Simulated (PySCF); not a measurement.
# C₂H₂N₂O: reorganisation energies

Wanted: reorganisation energies for C₂H₂N₂O (`c1nnco1`).

Computed with PySCF 2.14.0 and routines of our own; the level stands in each step. Atoms count from 0.

## 1. The system as given

7 atoms, charge 0, multiplicity 1; geometry from: GFN2-xTB.

## 2. Optimising the geometry at CAM-B3LYP/def2-SVP

What the job is given:

```
{"job": {"xc": "CAM-B3LYP", "basis": "def2-SVP", "grid": 1, "kind": "geom"}, "charge": 0, "multiplicity": 1}
C     -1.044002     0.109895     0.047968
N     -0.627629    -1.039902     0.451614
N      0.713929    -1.031473     0.328545
C      1.035434     0.122789    -0.143266
O     -0.036733     0.906335    -0.347410
H     -2.055299     0.455988     0.004627
H      2.017633     0.481272    -0.369156
```

Started as:

```sh
$ OMP_NUM_THREADS=1 python excited_run.py task.json out
```

The driver reads the jobs from task.json and runs them one after another.

The log of the run:

```text
step   0  E = -261.78549921  max force = 0.021746
step   1  E = -261.78680455  max force = 0.003667
step   2  E = -261.78683576  max force = 0.000969
step   3  E = -261.78683804  max force = 0.000721
step   4  E = -261.78683887  max force = 0.000404
optimisation converged
```

It took 6.8 s on 1 thread of Intel Xeon 6975P-C, shared host; peak memory 0.45 GiB.

Relaxation path:

| step | energy from step 0 (eV) | largest force component (eV/Å) |
| --- | --- | --- |
| 0 | 0.0000 | 1.1182 |
| 1 | -0.0355 | 0.1886 |
| 2 | -0.0364 | 0.0498 |
| 3 | -0.0364 | 0.0371 |
| 4 | -0.0365 | 0.0208 |

Distances of close pairs at the start and the end, largest changes first:

| bond | before (Å) | after (Å) | change (Å) |
| --- | --- | --- | --- |
| N1–N2 | 1.347 | 1.382 | +0.034 |
| C3–H6 | 1.070 | 1.087 | +0.018 |
| C0–H5 | 1.070 | 1.087 | +0.018 |
| C0–N1 | 1.288 | 1.284 | -0.004 |
| N2–C3 | 1.288 | 1.284 | -0.004 |
| C3–O4 | 1.344 | 1.346 | +0.003 |
| C0–O4 | 1.344 | 1.346 | +0.003 |

The final coordinates are the input of the step that follows.

| at the end point | value |
| --- | --- |
| point group (found at 0.08 Å tolerance) | C2v |
| rotational constants (GHz, main isotopes) | 10.477, 10.416, 5.223 |
| dipole moment (D) | 3.16 |

## 3. Relaxation after adding or removing an electron (C2H2N2O+ (doublet)): UKS CAM-B3LYP/def2-SVP

What the job is given:

```
{"job": {"kind": "ionopt", "ions": [1], "xc": "CAM-B3LYP", "basis": "def2-SVP", "grid": 1}, "charge": 1, "multiplicity": 2}
C     -0.918127     0.076642     0.130679
N     -0.518419    -1.096402     0.465714
N      0.857314    -1.084830     0.338976
C      1.169712     0.094417    -0.060876
O      0.095685     0.891174    -0.217215
H     -1.933241     0.464913     0.097928
H      2.155346     0.499574    -0.277224
```

Method: UKS CAM-B3LYP/def2-SVP geometry optimisation of the ion from the geometry of its parent, gas phase.

The log of the run:

```text
step       E/Eh        max force   <S^2>
  0    -261.39026945   0.109107   0.7590
  1    -261.39295757   0.062545   0.7569
  2    -261.40403697   0.030967   0.7571
  3    -261.40576690   0.035740   0.7574
  4    -261.40890773   0.003525   0.7572
  5    -261.40893689   0.001752   0.7572
  6    -261.40894107   0.000566   0.7572
  7    -261.40894290   0.000371   0.7572
optimisation converged
```

It took 24 s on 1 thread of Intel Xeon 6975P-C, shared host; peak memory 0.53 GiB.

Key values:

| quantity | value |
| --- | --- |
| geometry moved (RMSD) | 0.046 Å |
| ⟨S²⟩ | 0.757 |

Bonds of the start that changed most:

| bond | start (Å) | end (Å) |
| --- | --- | --- |
| N1–N2 | 1.382 | 1.249 |
| C0–N1 | 1.284 | 1.300 |
| N2–C3 | 1.284 | 1.300 |
| C3–O4 | 1.346 | 1.337 |
| O4–C0 | 1.346 | 1.337 |
| C0–H5 | 1.087 | 1.091 |

Mulliken spin populations:

| atom | value (e) |
| --- | --- |
| C0 | 0.02 |
| N1 | 0.48 |
| N2 | 0.48 |
| C3 | 0.02 |
| O4 | 0.01 |
| H5 | 0.00 |
| H6 | 0.00 |

## 4. Reorganisation energies: UKS CAM-B3LYP/def2-SVP

Settings changed since step 3:

```diff
@@ -1,2 +1,2 @@
-{"job": {"kind": "ionopt", "ions": [1], "xc": "CAM-B3LYP", "basis": "def2-SVP", "grid": 1}, "charge": 1, "multiplicity": 2}
+{"job": {"kind": "reorg", "ions": [1, -1], "xc": "CAM-B3LYP", "basis": "def2-SVP", "grid": 1}, "charge": 0, "multiplicity": 1}
 C     -0.918127     0.076642     0.130679
```

Level: UKS CAM-B3LYP/def2-SVP four-point reorganisation energy, gas phase.

The log of the run:

```text
final grid: 30728 points
cycle   1  E = -261.7130591662  dE =  1.144e+00  |g| = 5.720e-01  |ddm| = 3.109e+00
cycle   2  E = -261.7003732960  dE =  1.269e-02  |g| = 6.629e-01  |ddm| = 8.773e-01
cycle   3  E = -261.7856531123  dE = -8.528e-02  |g| = 7.160e-02  |ddm| = 5.012e-01
cycle   4  E = -261.7863458412  dE = -6.927e-04  |g| = 4.806e-02  |ddm| = 8.025e-02
cycle   5  E = -261.7868053186  dE = -4.595e-04  |g| = 1.213e-02  |ddm| = 4.166e-02
cycle   6  E = -261.7868370557  dE = -3.174e-05  |g| = 2.186e-03  |ddm| = 1.205e-02
cycle   7  E = -261.7868387133  dE = -1.658e-06  |g| = 6.022e-04  |ddm| = 3.576e-03
cycle   8  E = -261.7868388628  dE = -1.495e-07  |g| = 1.289e-04  |ddm| = 1.167e-03
cycle   9  E = -261.7868388703  dE = -7.501e-09  |g| = 1.908e-05  |ddm| = 2.357e-04
cycle  10  E = -261.7868388706  dE = -2.708e-10  |g| = 5.774e-06  |ddm| = 4.945e-05
converged SCF energy = -261.7868388706

hole transfer: vertical 10.7798 eV, relaxation of the ion converged
  adiabatic 10.2831 eV, lambda(ion) 0.4967, lambda(parent) 0.4577, total 0.9544 eV

electron transfer: vertical -1.9823 eV, relaxation of the ion skipped
```

Wall time 3.5 s (1 thread of Intel Xeon 6975P-C, shared host); peak memory 0.53 GiB.

## 5. Relaxation after adding or removing an electron (C2H2N2O+ (doublet)): UKS CAM-B3LYP/def2-SVP

Settings changed since step 4:

```diff
@@ -1,2 +1,2 @@
-{"job": {"kind": "reorg", "ions": [1, -1], "xc": "CAM-B3LYP", "basis": "def2-SVP", "grid": 1}, "charge": 0, "multiplicity": 1}
+{"job": {"kind": "ionopt", "ions": [1], "xc": "CAM-B3LYP", "basis": "def2-SVP", "grid": 1}, "charge": 1, "multiplicity": 2}
 C     -0.918127     0.076642     0.130679
```

Method: UKS CAM-B3LYP/def2-SVP geometry optimisation of the ion from the geometry of its parent, gas phase.

The log of the run:

```text
step       E/Eh        max force   <S^2>
  0    -261.39026945   0.109107   0.7590
  1    -261.39295757   0.062545   0.7569
  2    -261.40403697   0.030967   0.7571
  3    -261.40576690   0.035740   0.7574
  4    -261.40890773   0.003525   0.7572
  5    -261.40893689   0.001752   0.7572
  6    -261.40894107   0.000566   0.7572
  7    -261.40894290   0.000371   0.7572
optimisation converged
```

It took 26 s on 1 thread of Intel Xeon 6975P-C, shared host; peak memory 0.53 GiB.

From this job:

| quantity | value |
| --- | --- |
| geometry moved (RMSD) | 0.046 Å |
| ⟨S²⟩ | 0.757 |

Bonds of the start that changed most:

| bond | start (Å) | end (Å) |
| --- | --- | --- |
| N1–N2 | 1.382 | 1.249 |
| C0–N1 | 1.284 | 1.300 |
| N2–C3 | 1.284 | 1.300 |
| C3–O4 | 1.346 | 1.337 |
| O4–C0 | 1.346 | 1.337 |
| C0–H5 | 1.087 | 1.091 |

## 6. Reorganisation energies: UKS CAM-B3LYP/def2-SVP

Settings changed since step 5:

```diff
@@ -1,2 +1,2 @@
-{"job": {"kind": "ionopt", "ions": [1], "xc": "CAM-B3LYP", "basis": "def2-SVP", "grid": 1}, "charge": 1, "multiplicity": 2}
+{"job": {"kind": "reorg", "ions": [1], "xc": "CAM-B3LYP", "basis": "def2-SVP", "grid": 1}, "charge": 0, "multiplicity": 1}
 C     -0.918127     0.076642     0.130679
```

Method: UKS CAM-B3LYP/def2-SVP four-point reorganisation energy, gas phase.

The log of the run:

```text
final grid: 30728 points
cycle   1  E = -261.7130591662  dE =  1.144e+00  |g| = 5.720e-01  |ddm| = 3.109e+00
cycle   2  E = -261.7003732960  dE =  1.269e-02  |g| = 6.629e-01  |ddm| = 8.773e-01
cycle   3  E = -261.7856531123  dE = -8.528e-02  |g| = 7.160e-02  |ddm| = 5.012e-01
cycle   4  E = -261.7863458412  dE = -6.927e-04  |g| = 4.806e-02  |ddm| = 8.025e-02
cycle   5  E = -261.7868053186  dE = -4.595e-04  |g| = 1.213e-02  |ddm| = 4.166e-02
cycle   6  E = -261.7868370557  dE = -3.174e-05  |g| = 2.186e-03  |ddm| = 1.205e-02
cycle   7  E = -261.7868387133  dE = -1.658e-06  |g| = 6.022e-04  |ddm| = 3.576e-03
cycle   8  E = -261.7868388628  dE = -1.495e-07  |g| = 1.289e-04  |ddm| = 1.167e-03
cycle   9  E = -261.7868388703  dE = -7.501e-09  |g| = 1.908e-05  |ddm| = 2.357e-04
cycle  10  E = -261.7868388706  dE = -2.708e-10  |g| = 5.774e-06  |ddm| = 4.945e-05
converged SCF energy = -261.7868388706

hole transfer: vertical 10.7798 eV, relaxation of the ion converged
  adiabatic 10.2831 eV, lambda(ion) 0.4967, lambda(parent) 0.4577, total 0.9544 eV
```

Run time: 1.1 s. Hardware: 1 thread of Intel Xeon 6975P-C, shared host; peak memory 0.47 GiB.

## 7. Results

| quantity | value |
| --- | --- |
| point group | C2v |
| rotational constants (main isotopes) | 10.48, 10.42, 5.22 GHz |
| geometry moved (RMSD) (step 3, UKS CAM-B3LYP/def2-SVP) | 0.046 Å |
| hole reorganisation energy (step 4, UKS CAM-B3LYP/def2-SVP) | 0.9544 eV |
| geometry moved (RMSD) (step 5, UKS CAM-B3LYP/def2-SVP) | 0.046 Å |
| hole reorganisation energy (step 6, UKS CAM-B3LYP/def2-SVP) | 0.9544 eV |

Over 4 steps the energy fell by 0.036 eV; of the close pairs, N1–N2 changed most, 1.347 to 1.382 Å. No frequency check was run at this level, so the end point may be a saddle. In steps 3, 5 (relaxation after adding or removing an electron), among the bonds N1–N2 changes most, from 1.382 to 1.249 Å.
